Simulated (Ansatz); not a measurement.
Energy profile

The step: BH₂Cl ([BH2][Cl]) + CH₄ → CH₅B ([BH2][CH3]) + HCl; bonds formed: B1–C6, Cl2–H5; bonds broken: B1–Cl2, H5–C6 (atoms numbered as in the saddle structure below).

```json
{"atom": "B1", "x (Å)": "-0.5119", "y (Å)": "-0.0658", "z (Å)": "-0.6828"}
{"atom": "Cl2", "x (Å)": "1.0148", "y (Å)": "1.0578", "z (Å)": "-1.6504"}
{"atom": "H3", "x (Å)": "-0.4880", "y (Å)": "-1.1041", "z (Å)": "-1.2633"}
{"atom": "H4", "x (Å)": "-1.4461", "y (Å)": "0.6704", "z (Å)": "-0.7150"}
{"atom": "H5", "x (Å)": "0.7708", "y (Å)": "0.5033", "z (Å)": "-0.2807"}
{"atom": "C6", "x (Å)": "0.1422", "y (Å)": "-0.1904", "z (Å)": "0.8653"}
{"atom": "H7", "x (Å)": "0.2023", "y (Å)": "0.7092", "z (Å)": "1.4809"}
{"atom": "H8", "x (Å)": "1.0282", "y (Å)": "-0.8114", "z (Å)": "1.0112"}
{"atom": "H9", "x (Å)": "-0.7124", "y (Å)": "-0.7690", "z (Å)": "1.2348"}
```

Electronic energies by CCSD(T) at an estimated basis limit (MP2 extrapolated from triple and quadruple zeta, plus CCSD(T) − MP2 in triple zeta), on PBE0-D4/def2-TZVP structures; CH₆BCl, singlet; no counterpoise correction. Computed with Ansatz 0.2.0 (basis: def2-TZVPP and def2-QZVPP); correlated methods freeze the cores. Extrapolation: Hartree–Fock as exp(−7.88 √X), correlation as X^−2.97.

**Question.** Give the profile in eV, counted from the separated reactants. (An estimate is asked for; the value comes from the calculation.)

**Answer.** The calculation gives:
| point | eV |
| --- | --- |
| separated: BH₂Cl (linked as [BH2][Cl]; B1, Cl2, H3, H4; singlet) + CH₄ (H5, C6, H7, H8, H9; singlet) | 0.000 |
| start structure | -0.045 |
| saddle | 1.691 |
| end structure | 0.930 |
| separated: CH₅B (linked as [BH2][CH3]; B1, H3, H4, C6, H7, H8, H9; singlet) + HCl (Cl2, H5; singlet) | 1.016 |

The T1 diagnostic stays at or below 0.012. The start structure is not quite a true minimum (one mode of 46i cm⁻¹). The end structure is not quite a true minimum (one mode of 54i cm⁻¹).

For scale, one of the runs: CCSD(T)/def2-TZVPP, 188 basis functions, launched by `ansatz run in.yaml --threads 2 --pin off --events-out ev --progress --plain --max-ram 4352MiB`. Hardware: 2 CPU threads of an Arm Neoverse V1, shared host. Wall time 39 s; peak host memory 1.9 GiB.
